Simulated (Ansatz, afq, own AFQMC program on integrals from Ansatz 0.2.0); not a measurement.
Atomization energy of ZrH2Se2F2, singlet, worked out

```xyz
7

F     0.3681   -2.4105   -0.5071
Zr    0.1736   -0.6177    0.0569
F     1.2615   -0.1134    1.5199
Se   -2.3223   -0.3733    0.6045
Se    0.7340    1.0083   -1.8580
H    -2.0231    0.9528    1.1807
H     1.8693    1.4860   -1.0426
```

Basis def2-SVP with its core potentials. Noble-gas cores (and the filled d shells of Ga–Kr and In–Xe) are frozen. AFQMC by an in-house program on the Cholesky factors that Ansatz 0.2.0 writes for its CCSD(T) run. The CISD trial takes its coefficients from CCSD amplitudes. Released means that phaseless walkers are propagated on without the constraint, phases kept. ± is one standard error of the sampling. No spin–orbit coupling. The metal's outer-core s and p shells are frozen, which shifts wave-function levels against functionals.

Total energies in eV. CBS is CCSD(T) at the limit of def2-TZVPP/QZVPP (extrapolated itself); the highest rung of each member is named.

Cautions: inner d shell frozen; no relativity below Rb; no spin-orbit coupling; outer-core shells of the metal frozen; ZrH₂Se₂F₂ (singlet): the released value is read at 0.80 1/Eh with a noise of 15 meV, more than in the cases checked, later times being too noisy (meV from the phaseless value at times in 1/Eh: -11 ± 11 at 0.24, 17 ± 12 at 0.48, 21 ± 15 at 0.80, -2 ± 23 at 1.20), released reference can be 30 meV off for metals; Zr (triplet): its ph-AFQMC/CISD value lies 21.6 ± 1.1 meV above full CI.

| member | count | CCSD(T)/def2-SVP | highest rung in def2-SVP | which | CCSD(T)/CBS |
| --- | --- | --- | --- | --- | --- |
| F (doublet) | +2 | -2705.7565 | -2705.7621 | FCI | -2712.1062 |
| Zr (triplet) | +1 | -1264.7976 | -1264.8271 | FCI | -1265.5605 |
| Se (triplet) | +2 | -65297.0242 | -65297.0335 | FCI | -65307.8832 |
| H (doublet) | +2 | -13.5861 | -13.5861 | FCI | -13.6059 |
| ZrH₂Se₂F₂, singlet | -1 | -137323.1526 | -137323.2507 ± 0.0155 | released AFQMC | -137360.1181 |

**Question.** Work out the best estimate of the atomization energy: the CCSD(T)/CBS difference plus the step from CCSD(T) to the highest rung.

**Answer.** Sums with the counts: CCSD(T)/CBS 27.3670 eV, highest rung 25.6602 eV, CCSD(T)/def2-SVP 25.6214 eV. The step is 25.6602 − 25.6214 = 0.0388 eV, so the best estimate is 27.3670 + (0.0388) = 27.4058 eV, with sampling noise 0.015 eV. The basis set is worth 1.746 eV of it. Zero-point, core-correlation and spin–orbit terms aren't in it. Past Ne the Hartree–Fock part of each CBS total tends to overshoot, since the cores don't follow the formula; that largely cancels in the difference.

Best estimates are given only where the step beyond CCSD(T) is under 0.3 eV and no member's determinant is very poor (T1 over 0.05, or 0.07 for open shells, ⟨S²⟩ too high by 0.3, two states mixed), so the hardest cases are missing from such tables.

Each member of a difference takes its own highest rung, so a best estimate needn't equal the limit plus the step of one row. Released energies are given only where the last usable release times agree within the noise; a slower fall can still hide under it. The exponents were fitted on light atoms, and def2 sets of heavy atoms don't grow evenly, so the limit is rough here.
